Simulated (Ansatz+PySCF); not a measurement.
Two shapes of doublet CH2N.

Shape 1:

```xyz
4

C     0.0000    0.0000    0.0217
N     0.0000    0.0000   -1.2159
H     0.0000    0.9355    0.5971
H     0.0000   -0.9355    0.5971
```

Shape 2:

```xyz
4

C     0.0000    0.0000    0.0348
N     0.0000    0.0000   -1.2028
H     0.0000    0.8929    0.5840
H     0.0000   -0.8929    0.5840
```

Basis set: cc-pVTZ (spherical functions). Frozen core: 2 orbitals. Correlation on ROHF uses semicanonical orbitals with singles. Charge 0, multiplicity 2.

Computed with Ansatz (development build ahead of 0.2.0) and PySCF 2.14.0; each method stands on the lowest determinant of its kind that the runs found.

Problem. Which shape is lower in energy, and by how much in each method?

Solution.

```csv
method,E(2) − E(1) (eV)
ROHF,0.032
UHF,0.038
ROHF-MP2,0.068
UHF-MP2,0.065
ROHF-CCSD(T),0.082
```

Shape 1 is lower. Caution for UHF, UHF-MP2: the unrestricted determinant is spin contaminated. Caution for ROHF-MP2, UHF-MP2: forces differ strongly between restricted and unrestricted references.
